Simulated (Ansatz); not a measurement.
# AlH₃S₂: a rigid scan of the bond length S1–H4

How does the energy rise as the bond length S1–H4 leaves its equilibrium value, and do density functionals follow CCSD(T)? No other atom is relaxed.

Method: single points in def2-TZVPP; program: Ansatz 0.2.0, Gaussian basis.

Levels: PBE-D4, r2SCAN-D4, PBE0-D4, B3LYP-D4, wB97M-V, Hartree-Fock, MP2, CCSD, CCSD(T). The scan takes 1.210, 1.237, 1.277, 1.323, 1.374, 1.429, 1.488, 1.549, 1.613 Å.

Cores are frozen in the correlated methods. B3LYP uses VWN-RPA correlation.

39 further runs of the same task are left out: 39 set aside as unsound or not needed.

## Step 1: The starting structure

The minimum, relaxed at PBE0-D4: SMILES `[SH][AlH][SH]`, 6 atoms, charge 0, spin multiplicity 1.

Atoms are counted from 1 here; the program's logs count them from 0.

Bond lengths: S1–Al2 2.178 Å, S1–H4 1.344 Å, Al2–S3 2.178 Å, Al2–H5 1.576 Å, S3–H6 1.344 Å. Angles: Al2–S1–H4 92.3°, S1–Al2–S3 116.1°, S1–Al2–H5 122.0°, S3–Al2–H5 122.0°, Al2–S3–H6 92.3°.

Coordinates:

```tsv
atom	x (Å)	y (Å)	z (Å)
S1	-1.4840	-1.2715	-0.8060
Al2	0.0336	0.1065	-0.0699
S3	1.0984	-0.5117	1.7266
H4	-1.7947	-0.4646	-1.8357
H5	0.3431	1.4712	-0.7948
H6	1.8455	0.6060	1.7337
```

Energies of the minimum (eV), from earlier single points: PBE-D4 -28306.80265, r2SCAN-D4 -28317.70151, PBE0-D4 -28309.26460, B3LYP-D4 -28321.74279, wB97M-V -28318.07987, CCSD(T) -28282.23520.

At the minimum the bond length S1–H4 is 1.344 Å.

## Step 2: S1–H4 = 1.210 Å

ccsdt-tzvpp/in.yaml reads:

```yaml
crystal:
  periodic: [false, false, false]
  atoms:
    - {symbol: S, position_ang: [-1.483953, -1.271459, -0.806040]}
    - {symbol: Al, position_ang: [0.033570, 0.106482, -0.069918]}
    - {symbol: S, position_ang: [1.098445, -0.511731, 1.726555]}
    - {symbol: H, position_ang: [-1.763590, -0.545329, -1.732667]}
    - {symbol: H, position_ang: [0.343061, 1.471194, -0.794820]}
    - {symbol: H, position_ang: [1.845547, 0.606041, 1.733676]}
basis:
  gaussian: {orbitals: def2-TZVPP}
correlation: {method: ccsd_t}
```

No record of the launch command was kept for these runs.

After this run come: S1–H4 = 1.237 Å; S1–H4 = 1.277 Å; S1–H4 = 1.323 Å; S1–H4 = 1.374 Å; S1–H4 = 1.429 Å; S1–H4 = 1.488 Å; S1–H4 = 1.549 Å; S1–H4 = 1.613 Å.

Before running it: what results should come out? Wanted: highest point, CCSD(T); lowest point, CCSD(T); minimum along the scan, CCSD(T); RMS deviation from CCSD(T); largest T1 diagnostic.

**Answer**, as computed:

| quantity | value |
| --- | --- |
| highest point, CCSD(T) | 59.8 kJ/mol at 1.613 Å |
| lowest point, CCSD(T) | 0.0 kJ/mol at 1.344 Å |
| minimum along the scan, CCSD(T) | 1.341 Å |
| curvature there | 26.6 eV/Å² |
| RMS deviation from CCSD(T) | PBE-D4 4.2, r2SCAN-D4 0.8, PBE0-D4 0.6, B3LYP-D4 1.0, wB97M-V 0.6, Hartree-Fock 5.3, MP2 2.5, CCSD 1.0 kJ/mol |
| largest T1 diagnostic | 0.012 |

**Reading.** A polynomial through the near points puts the CCSD(T) minimum 0.003 Å below the PBE0-D4 value. The well is lopsided: squeezing costs more than stretching by the same length. Curvature against CCSD(T): PBE-D4 -6 %, Hartree-Fock +10 %. wB97M-V follows the CCSD(T) curve best and Hartree-Fock worst.
